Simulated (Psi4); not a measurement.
Psi4 input (wB97X-D/6-311+G**):

```
memory 1500 MB

molecule {
0 2
Si    0.01241810    0.02066246    1.21192572
Si   -0.00991521    0.04867099   -1.12060913
H    -1.20864940   -0.56547163    1.82210639
H     1.21762135   -0.61946299    1.79894031
H    -0.03689409   -1.31618260   -1.70716646
H    -1.21053620    0.78404316   -1.58393597
H     1.20341781    0.74640588   -1.60837640
symmetry c1
no_reorient
no_com
}

set {
  basis 6-311+G**
  reference uks
  scf_type pk
  dft_radial_points 99
  dft_spherical_points 590
  e_convergence 1e-8
  d_convergence 1e-7
  maxiter 150
}

e = energy('wb97x-d')
print_out(f'\nFINAL {e:.10f} DIPOLE {variable("CURRENT DIPOLE")[0]:.6f} {variable("CURRENT DIPOLE")[1]:.6f} {variable("CURRENT DIPOLE")[2]:.6f}\n')
```

From the last part of the output:

```
              A
    DOCC [    16 ]
    SOCC [     1 ]
    NA   [    17 ]
    NB   [    16 ]

  @UKS Final Energy:  -581.93597436941002

   => Energetics <=

    Nuclear Repulsion Energy =             82.6978128543564139
    One-Electron Energy =                -970.0568327261114518
    Two-Electron Energy =                 336.8632781482802443
    DFT Exchange-Correlation Energy =     -31.4383284519083830
    Empirical Dispersion Energy =          -0.0019041940269104
    VV10 Nonlocal Energy =                  0.0000000000000000
    Total Energy =                       -581.9359743694101326

  UHF NO Occupations:
  HONO-2 :   15  A 1.9998312
  HONO-1 :   16  A 1.9990802
  HONO-0 :   17  A 1.0000000
  LUNO+0 :   18  A 0.0009198
  LUNO+1 :   19  A 0.0001688
  LUNO+2 :   20  A 0.0001533
  LUNO+3 :   21  A 0.0000753

Computation Completed

Properties will be evaluated at   0.000000,   0.000000,   0.000000 [a0]

Properties computed using the SCF density matrix

 Multipole Moments:

 ------------------------------------------------------------------------------------
     Multipole            Electronic (a.u.)      Nuclear  (a.u.)        Total (a.u.)
 ------------------------------------------------------------------------------------

 L = 1.  Multiply by 2.5417464519 to convert [e a0] to [Debye]
 Dipole X            :         -0.0000443           -0.0000001           -0.0000444
 Dipole Y            :          0.0006118            0.0000002            0.0006120
 Dipole Z            :         -0.0389241            0.0000002           -0.0389238
 Magnitude           :                                                    0.0389286

 ------------------------------------------------------------------------------------

FINAL -581.9359743694 DIPOLE -0.000044 0.000612 -0.038924

*** Psi4 exiting successfully. Buy a developer a beer!
```

The geometry given is a B3LYP-D3(BJ)/def2-TZVP minimum.
